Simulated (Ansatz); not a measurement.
# singlet AlNH3O+ at 6 levels

We compute a comparison of 6 runs (BLYP/def2-SVPD, PBE/def2-SVPD, SVWN5/def2-SVPD, revPBE/def2-SVPD, RPA@PBE0/def2-SVPD, CCSD/def2-SVPD) of singlet AlNH3O+. 

Program for the calculation: Ansatz 0.2.0.

77 further runs of the same task are left out: 77 set aside as unsound or not needed.

## Step 1: Starting point

AlNH3O+ has 6 atoms, charge +1, and is taken as a singlet. SMILES of the parent species: `[NH2][Al][OH]`. The coordinates come from a PBE0-D4/def2-TZVP relaxation. This is one conformer, not always the lowest. That shape belongs to the parent species and isn't relaxed for this state.

Bond lengths: N1–Al2 1.769 Å, Al2–O3 1.705 Å, N1–H4 1.009 Å, N1–H5 1.006 Å, O3–H6 0.956 Å. Angles: N1–Al2–O3 116.1°, Al2–N1–H4 124.1°, Al2–N1–H5 125.0°, Al2–O3–H6 122.8°, H4–N1–H5 110.9°.

## Step 2: A single-point energy at BLYP/def2-SVPD (run 1)

File molecule.yaml:

```yaml
crystal:
  periodic: [false, false, false]
  atoms:
    - {symbol: N, position_ang: [-0.923900, 0.240200, -0.760800]}
    - {symbol: Al, position_ang: [0.595200, 0.601300, 0.070700]}
    - {symbol: O, position_ang: [1.194100, -0.618500, 1.101200]}
    - {symbol: H, position_ang: [-1.434300, -0.623600, -0.657200]}
    - {symbol: H, position_ang: [-1.394700, 0.861600, -1.396800]}
    - {symbol: H, position_ang: [2.005700, -0.525100, 1.596800]}
basis:
  gaussian: {orbitals: def2-SVPD}
total_charge: 1
hamiltonian: {xc: {name: BLYP}}
accuracy: high
output: {orbitals: {seedname: orbitals}}
```

Started as:

```bash
$ ansatz run molecule.yaml --threads 1 --pin off --max-ram 3480MiB --events-out events.jsonl --progress --plain --runs-dir runs
```

Log:

```text
Warning: RAYON_NUM_THREADS=1 ignored (pool sized by the plan → 1); use --threads N
Functional definition: BLYP
  name "BLYP"
  parameter beta = 0.0042
  parameter a = 0.04918
  parameter b = 0.132
  parameter c = 0.2533
  parameter d = 0.349
  exchange = b88_x(beta = beta)
  correlation = lyp_c(a = a, b = b, c = c, d = d)
1783 factors; integrals over basis functions are off by at most 3.5e-9 eV
mean field evaluation 1: about -10134.9209 eV, gradient 1.4e2 eV
mean field evaluation 2: about -9930.6662 eV, gradient 2.5e2 eV
mean field evaluation 4: about -10160.3061 eV, gradient 7.3e1 eV
mean field evaluation 8: about -10171.2171 eV, gradient 2.0e-1 eV
mean field evaluation 16: about -10171.2137 eV, gradient 7.8e-6 eV
mean field -10171.21370268 eV, -373.7852092773 hartree, gradient 2.8e-8 eV, S^2 0.000000; 1 other end points of the search recorded, 0 dependent functions left out
reference -10171.21375386 eV, -373.7852111582 hartree; 15, 15 occupied and 76, 76 virtual orbitals, 1783 factors
Total energy: -10171.21375386 eV, -373.7852111582 hartree
```

Run time: 6.3 s. Hardware: 1 thread of Arm Neoverse V1, shared host; peak memory 0.21 GiB.

## Step 3: The energy at PBE/def2-SVPD (run 2)

File run.yaml:

```yaml
crystal:
  periodic: [false, false, false]
  atoms:
    - symbol: N
      position_ang: [-0.923900, 0.240200, -0.760800]
    - symbol: Al
      position_ang: [0.595200, 0.601300, 0.070700]
    - symbol: O
      position_ang: [1.194100, -0.618500, 1.101200]
    - symbol: H
      position_ang: [-1.434300, -0.623600, -0.657200]
    - symbol: H
      position_ang: [-1.394700, 0.861600, -1.396800]
    - symbol: H
      position_ang: [2.005700, -0.525100, 1.596800]
basis:
  gaussian: {orbitals: def2-SVPD}
total_charge: 1
hamiltonian: {xc: {name: PBE}}
accuracy: high
output: {orbitals: {seedname: orbitals}}
```

Started as:

```bash
$ ansatz run run.yaml --threads 1 --pin off --max-ram 3480MiB --events-out events.jsonl --progress --plain --runs-dir runs
```

Log:

```text
Warning: RAYON_NUM_THREADS=1 ignored (pool sized by the plan → 1); use --threads N
Functional definition: PBE
  name "PBE"
  parameter kappa = 0.804
  parameter beta = 0.06672455060314922
  exchange = pbe_x(kappa = kappa, mu = beta*pi^2/3)
  correlation = pbe_c(beta = beta)
1783 factors; integrals over basis functions are off by at most 3.5e-9 eV
mean field evaluation 1: about -10130.1387 eV, gradient 1.3e2 eV
mean field evaluation 2: about -9941.1196 eV, gradient 2.5e2 eV
mean field evaluation 4: about -10155.7090 eV, gradient 6.4e1 eV
mean field evaluation 8: about -10164.1131 eV, gradient 8.2e-1 eV
mean field evaluation 16: about -10164.1113 eV, gradient 6.7e-6 eV
mean field -10164.11132241 eV, -373.5242016165 hartree, gradient 4.1e-8 eV, S^2 0.000000; 1 other end points of the search recorded, 0 dependent functions left out
reference -10164.11132687 eV, -373.5242017804 hartree; 15, 15 occupied and 76, 76 virtual orbitals, 1783 factors
Total energy: -10164.11132687 eV, -373.5242017804 hartree
```

Wall time 5.7 s (1 thread of Arm Neoverse V1, shared host); peak memory 0.21 GiB.

Runs 3 to 5 aren't shown in full; the table further down has their settings and results.

## Step 4: A single-point energy at CCSD/def2-SVPD (run 6)

File run.yaml:

```yaml
crystal:
  periodic: [false, false, false]
  atoms:
    - {symbol: "N", position_ang: [-0.923900, 0.240200, -0.760800]}
    - {symbol: Al, position_ang: [0.595200, 0.601300, 0.070700]}
    - {symbol: O, position_ang: [1.194100, -0.618500, 1.101200]}
    - {symbol: H, position_ang: [-1.434300, -0.623600, -0.657200]}
    - {symbol: H, position_ang: [-1.394700, 0.861600, -1.396800]}
    - {symbol: H, position_ang: [2.005700, -0.525100, 1.596800]}
basis:
  gaussian:
    orbitals: def2-SVPD
correlation:
  method: ccsd
  frozen_orbitals: {Al: 5, H: 0, "N": 1, O: 1}
total_charge: 1
scf:
  omitted_lower_state_checks: [cluster_reference, increment]
accuracy: high
```

Started as:

```bash
$ ansatz run run.yaml --threads 1 --pin off --max-ram 3480MiB --events-out events.jsonl --progress --plain --runs-dir runs
```

Log (excerpt; [...] marks lines left out):

```text
Warning: RAYON_NUM_THREADS=1 ignored (pool sized by the plan → 1); use --threads N
Functional definition: HF
  name "HF"
[...]
1783 factors; integrals over basis functions are off by at most 3.5e-9 eV
[...]
mean field -10138.59992598 eV, -372.5866750901 hartree, gradient 7.0e-8 eV, S^2 0.000000; 0 other end points of the search recorded, 0 dependent functions left out
7 core orbitals not correlated: weight in the atoms' cores, before any rotation towards them, 1.000 or more for the frozen orbitals, at most 0.000 for the correlated occupied ones
reference -10138.59992598 eV, -372.5866750901 hartree; 8, 8 occupied and 76, 76 virtual orbitals, 1783 factors
second order -11.85160986 eV of doubles, -0.00000000 eV of singles
cycle   1  -11.81586440 eV  change    3.6e-2 eV  update   1.0e-1
[...]
cycle  25  -12.21478221 eV  change  -8.6e-10 eV  update  7.5e-10
Total energy: -10150.81470820 eV, -373.0355600569 hartree
Checks for a lower state left out: cluster_reference, increment
```

Run time: 11 s. Hardware: 1 thread of Arm Neoverse V1, shared host; peak memory 0.56 GiB.

## Step 5: The series

```
run               level  frozen core orbitals  energy (Eh)  HOMO energy (eV)  LUMO energy (eV)  HOMO–LUMO gap (eV)  wall time
  1      BLYP/def2-SVPD                     –  -373.785211            -11.84            -10.87                0.97      6.3 s
  2       PBE/def2-SVPD                     –  -373.524202            -11.96            -10.84                1.12      5.7 s
  3     SVWN5/def2-SVPD                     –  -371.761759            -12.13            -11.04                1.09      4.2 s
  4    revPBE/def2-SVPD                     –  -373.714634            -11.89            -10.72                1.17      5.7 s
  5  RPA@PBE0/def2-SVPD                     7  -373.180556                 –                 –                   –       11 s
  6      CCSD/def2-SVPD                     7  -373.035560                 –                 –                   –       11 s
```

## Step 6: Summary of results

| quantity | value |
| --- | --- |
| run 6: total energy | -373.03556 Eh |
| run 6: correlation energy (7 core orbitals frozen) | -448.9 mEh |
| run 6: T1 diagnostic | 0.021 |

Over runs 1, 2, 3, 4 the HOMO–LUMO gap runs from 0.97 eV (BLYP/def2-SVPD) to 1.17 eV (revPBE/def2-SVPD). Totals of different functionals can't be ranked against each other. All runs together took 44 s, the longest 11 s.
